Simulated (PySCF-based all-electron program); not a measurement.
The numbers below are computed, except where a source is named.
CNO, doublet: how the functional moves the forces

Method: all-electron DFT (in-house code on PySCF), basis-limit composite values; the spin-free Dirac equation, no spin–orbit coupling, spin-unrestricted, lowest state found (another of this spin can lie close). Forces are good to about 0.004 eV/Å. Atoms are numbered as listed.

```tsv
atom	x (Å)	y (Å)	z (Å)
C	0.0000	0.0000	0.0000
O	0.0000	0.0000	1.0800
N	0.0000	0.0000	-1.2000
```

PBE forces:

```tsv
atom	Fx	Fy	Fz (eV/Å)
C1	0.000	0.000	-9.367
O2	0.000	0.000	13.267
N3	0.000	0.000	-3.901
```

What forces does r2SCAN give?

The forces move by 0.904 eV/Å (r.m.s. over the atoms) from PBE.

```json
{"atom": "C1", "Fx": "0.000", "Fy": "0.000", "Fz (eV/Å)": "-8.650"}
{"atom": "O2", "Fx": "0.000", "Fy": "0.000", "Fz (eV/Å)": "11.991"}
{"atom": "N3", "Fx": "0.000", "Fy": "0.000", "Fz (eV/Å)": "-3.341"}
```
